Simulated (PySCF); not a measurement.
A GIAO shielding run with PySCF (density fitting, non-relativistic, gas phase) on SMILES O=[N+]([O-])F, FNO$_{2}$:

```
$ OMP_NUM_THREADS=1 python probes_run.py task.json out

{"job": {"kind": "nmr", "xc": "KT3", "basis": "pcSseg-2", "pop": false}, "charge": 0, "multiplicity": 1}
O     -0.476192     0.843022     0.529436
N     -0.055165    -0.213342     0.253863
O      0.925502    -0.807854     0.484730
F     -0.966349    -0.965650    -0.572095
```

Hardware: 1 thread of an Arm Neoverse V2, shared host.

Task: How large is the calculation?

Result: 32 electrons, 144 basis functions and 396 auxiliary functions.

Task: How long does it take, and how much memory does it need?

Result: 6.8 s of wall time, with 17 SCF cycles; peak memory 0.45 GiB. Times on a shared host scatter by some tens of per cent.

Task: And these other runs on the same molecule and hardware: GIAO shielding at B97-2/pcSseg-2; GIAO shielding at PBE0/pcSseg-2; GIAO shielding at wB97X-D/pcSseg-2?

Result: B97-2/pcSseg-2: 144 functions, 5.8 s; PBE0/pcSseg-2: 144 functions, 6.3 s; wB97X-D/pcSseg-2: 144 functions, 7.5 s.
